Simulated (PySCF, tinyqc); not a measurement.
RHF in the sto-3g basis, for LiH, spin multiplicity 1, step by step. The lowest restricted solution is unstable here: a spin-polarised one lies 0.0033 hartree lower (PySCF). One step of it, computed by the program tinyqc.

Question. Orthogonalisation. S = U s U^T; symmetric (Loewdin) form X = U s^(-1/2) U^T, so that X^T S X = 1.

overlap S:
```
           1Li 1s    1Li 2s   1Li 2px   1Li 2py   1Li 2pz     2H 1s
1Li 1s   1.000000  0.241137  0.000000  0.000000  0.000000  0.018857
1Li 2s   0.241137  1.000000  0.000000  0.000000  0.000000  0.262384
1Li 2px  0.000000  0.000000  1.000000  0.000000  0.000000  0.000000
1Li 2py  0.000000  0.000000  0.000000  1.000000  0.000000  0.000000
1Li 2pz  0.000000  0.000000  0.000000  0.000000  1.000000  0.379617
2H 1s    0.018857  0.262384  0.000000  0.000000  0.379617  1.000000
```

Give: eigenvalues of S; X.

Answer.

eigenvalues of S: 0.5204  0.8054  1.0000  1.0000  1.1827  1.4916

X:
```
          1Li 1s   1Li 2s  1Li 2px  1Li 2py  1Li 2pz    2H 1s
1Li 1s    1.0234  -0.1296   0.0000   0.0000  -0.0062   0.0181
1Li 2s   -0.1296   1.0554   0.0000   0.0000   0.0458  -0.1563
1Li 2px   0.0000   0.0000   1.0000   0.0000   0.0000   0.0000
1Li 2py   0.0000   0.0000   0.0000   1.0000   0.0000   0.0000
1Li 2pz  -0.0062   0.0458   0.0000   0.0000   1.0643  -0.2205
2H 1s     0.0181  -0.1563   0.0000   0.0000  -0.2205   1.0957
```
